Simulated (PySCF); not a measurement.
Thiopropynal, C3H2S.
Numbering: `[CH:1]#[C:2][CH:3]=[S:4]` (hydrogens: H5 on C1; H6 on C3)

Geometry (PBE0-D3(BJ)/def2-SVP, Å), atoms numbered from 1 in this order:
```
atom  x, y, z in Å
C1     1.515    0.127   -0.271
C2     0.348    0.004    0.048
C3    -1.002   -0.172    0.433
S4    -2.188    0.911    0.182
H5     2.542    0.256   -0.562
H6    -1.215   -1.126    0.943
```

The calculation used core-valence-separated Tamm–Dancoff BHandHLYP/aug-pcX-1 (pcseg-1 on H, def2-SVPD on S) in PySCF, non-relativistic, gas phase, PBE0-D3(BJ)/def2-SVP geometry.

Computed carbon K-edge spectrum, Gaussian lines of 0.6 eV full width, highest printed point 100; it ends one width below the last computed root. The energies are unshifted.

(photon energy (eV), absorption): (281.4, 2), (281.6, 14), (281.8, 48), (282.0, 94), (282.2, 100), (282.4, 62), (282.6, 27), (282.8, 11), (283.0, 5), (283.2, 11), (283.4, 34), (283.6, 65), (283.8, 81), (284.0, 70), (284.2, 43), (284.4, 17), (284.6, 4), (284.8, 1), (285.0, 6), (285.2, 22), (285.4, 44), (285.6, 48), (285.8, 29), (286.0, 10), (286.2, 7), (286.4, 9), (286.6, 10), (286.8, 7), (287.0, 6), (287.2, 9), (287.4, 13), (287.6, 16), (287.8, 21)

**Question.** Where are the maxima, and which lines make them up?

**Answer.** 4 maxima:
- 282.1 eV: C3 (thiocarbonyl carbon), 282.13 eV, f = 0.076, 1s→π*, 63 % of the height at the exact maximum; C1 (terminal alkyne carbon), 282.09 eV, f = 0.043, 1s→π*, 36 % of the height at the exact maximum
- 283.8 eV: C2 (alkyne carbon), 283.68 eV, f = 0.066, 62 % of the height at the exact maximum; C1 (terminal alkyne carbon), 284.04 eV, f = 0.052, 38 % of the height at the exact maximum
- 285.5 eV: C2 (alkyne carbon), 285.53 eV, f = 0.058, 100 % of the height at the exact maximum
- 286.5 eV: C1 (terminal alkyne carbon), 286.49 eV, f = 0.011, 96 % of the height at the exact maximum

Further lines of some strength in the range: C2, 282.63 eV, f = 0.011; C1, 287.37 eV, f = 0.011, sum of 2.

Roots within 0.03 eV on the same or equivalent atoms count as one line; shares under 12 % aren't listed.

Vibrational structure and lifetime widths aren't in the curve. The ionisation threshold wasn't computed; near and above it a finite basis only mimics Rydberg series and continuum.
